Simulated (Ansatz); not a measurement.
Species, as SMILES: [CH3] (CH3), doublet.
Atoms: C1, H2, H3, H4. Bonds: C1-H2, C1-H3, C1-H4.

Basis-set convergence of the lowest harmonic wavenumber at B3LYP with Ansatz (a first-principles code). Each level at its own minimum, finite differences of forces, unscaled; the reference is a large set that could be run, not a limit. Cartesian d functions, on some or all atoms, in 6-31G*, 6-31+G*; all else is spherical. The program fits the integrals of some runs and decomposes those of others, by size. Open shells are unrestricted. No added dispersion term, no relativity. Reference: the value in aug-pcseg-2, 542 cm⁻¹, itself unsure by roughly 5 cm⁻¹ (its mean distance from aug-cc-pVTZ, def2-TZVPPD). Deviations are taken from unrounded values.

```csv
basis,functions,lowest harmonic wavenumber (cm⁻¹)
6-31G*,21,452
6-31+G*,25,514
cc-pVDZ,29,462
aug-cc-pVDZ,50,559
def2-SVP,29,470
def2-SVPD,44,578
pcseg-1,29,483
aug-pcseg-1,50,531
6-311G**,36,505
6-311+G**,40,536
def2-TZVP,49,537
def2-TZVPD,64,535
cc-pVTZ,72,526
aug-cc-pVTZ,115,541
pcseg-2,72,543
aug-pcseg-2,115,542
def2-TZVPP,73,536
def2-TZVPPD,88,534
```

What the diffuse functions change, pair by pair:
- 6-31G* to 6-31+G*: 4 more functions, deviation -90 to -28 cm⁻¹
- cc-pVDZ to aug-cc-pVDZ: 21 more functions, deviation -80 to 17 cm⁻¹
- def2-SVP to def2-SVPD: 15 more functions, deviation -72 to 36 cm⁻¹
- pcseg-1 to aug-pcseg-1: 21 more functions, deviation -59 to -11 cm⁻¹
- 6-311G** to 6-311+G**: 4 more functions, deviation -37 to -6 cm⁻¹
- def2-TZVP to def2-TZVPD: 15 more functions, deviation -5 to -7 cm⁻¹
- cc-pVTZ to aug-cc-pVTZ: 43 more functions, deviation -16 to -1 cm⁻¹
- pcseg-2 to aug-pcseg-2: 43 more functions, deviation 1 to 0 cm⁻¹
- def2-TZVPP to def2-TZVPPD: 15 more functions, deviation -6 to -8 cm⁻¹

Leaving out the reference's own pair, they bring the value nearer the reference by more than 5 cm⁻¹ in 6 of 8 pairs.
